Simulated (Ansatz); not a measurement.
# BSiH₂ (doublet): from Hartree-Fock to the top rungs, cc-pVDZ

Aim: climb from Hartree-Fock through coupled cluster and multireference methods for BSiH₂ (doublet) at one geometry and basis, and see what each rung misses.

Method: cc-pVDZ, core rule «outside noble gas», up to 6 orbitals frozen; program: Ansatz 0.2.0, Gaussian basis.

The runs, in order: UHF; CCSD(T) on ROHF; CCSD(T) on UHF; BCCD(T) on ROHF; CISD; CCSDT(Q) on ROHF; CCSDT(Q) on UHF; CCSDTQ on ROHF; CASSCF and MRCISD+Q, 9 electrons in 10 orbitals; CASSCF and NEVPT2, 9 electrons in 10 orbitals.

7 further runs of the same task are left out: 2 for a known fault of the program, 5 set aside as unsound or not needed.

### 1 The system

The geometry is a PBE0/def2-TZVP stationary point (not a proven minimum).

4 atoms, charge 0, spin multiplicity 2.

Atoms are counted from 1 here; the program's logs count them from 0.

Bond lengths: Si1–B2 1.925 Å, B2–H3 1.203 Å, B2–H4 1.203 Å. Angles: Si1–B2–H3 121.5°, Si1–B2–H4 121.5°, H3–B2–H4 117.1°.

### 2 UHF

in.yaml reads:

```yaml
crystal:
  periodic: [false, false, false]
  atoms:
    - {symbol: Si, position_ang: [0.000000, 0.000000, 0.634524]}
    - {symbol: B, position_ang: [0.000000, 0.000000, -1.290679]}
    - {symbol: H, position_ang: [0.000000, -1.025810, -1.918468]}
    - {symbol: H, position_ang: [0.000000, 1.025810, -1.918468]}
basis:
  gaussian: {orbitals: cc-pVDZ}
magnetization: {spin_polarized: true, initial_magnetization: 1}
hamiltonian: {xc: hf}
output: {orbitals: {seedname: orbitals}}
```

Run with:

```console
$ ansatz run in.yaml --threads 1 --pin off --events-out ev --progress --plain --max-ram 2816MiB --backend cpu
```

After this run come: CCSD(T) on ROHF; CCSD(T) on UHF; BCCD(T) on ROHF; CISD; CCSDT(Q) on ROHF; CCSDT(Q) on UHF; CCSDTQ on ROHF; CASSCF and MRCISD+Q, 9 electrons in 10 orbitals; CASSCF and NEVPT2, 9 electrons in 10 orbitals.

**Question.** What will the summary of the whole plan be? Wanted: RCCSDTQ below the RHF energy; RMP2 from RCCSDTQ; UMP2 from RCCSDTQ; RCCSD from RCCSDTQ; RCCSD(T) from RCCSDTQ; UCCSD(T) from RCCSDTQ; RCCSDT(Q) from RCCSDTQ; UCCSDT(Q) from RCCSDTQ; NEVPT2 valence from RCCSDTQ.

The runs gave:

```
                         quantity                                                                                value
     RCCSDTQ below the RHF energy                                                                           -5.2390 eV
                RMP2 from RCCSDTQ                                                                        +115.7 kJ/mol
                UMP2 from RCCSDTQ                                                                        +117.3 kJ/mol
               RCCSD from RCCSDTQ                                                                         +18.1 kJ/mol
            RCCSD(T) from RCCSDTQ                                                                          +4.0 kJ/mol
            UCCSD(T) from RCCSDTQ                                                                          +4.0 kJ/mol
           RCCSDT(Q) from RCCSDTQ                                                                          +0.1 kJ/mol
           UCCSDT(Q) from RCCSDTQ                                                                          +0.1 kJ/mol
      NEVPT2 valence from RCCSDTQ                                                                         +87.0 kJ/mol
    MRCISD+Q valence from RCCSDTQ                                                                          +2.9 kJ/mol
levels within 1 kcal/mol (43 meV)  RCCSD(T), UCCSD(T), BCCD(T), RCCSDT, UCCSDT, RCCSDT(Q), UCCSDT(Q), MRCISD+Q valence
                    T1 diagnostic                                                                                0.023
   effectively unpaired electrons                                                                                 1.06
```

In words: RCCSD(T) lands +4.0 kJ/mol from the yardstick (0.8 % of the correlation energy). One determinant dominates. Of the multireference levels listed MRCISD+Q valence comes nearest in total energy (+2.9 kJ/mol), which doesn't show that its space is the better one. Coupled cluster took another determinant than the lowest Hartree-Fock one. These misses are within one basis, not against nature; the frozen cores of restricted and unrestricted runs differ, which can shift their rows.
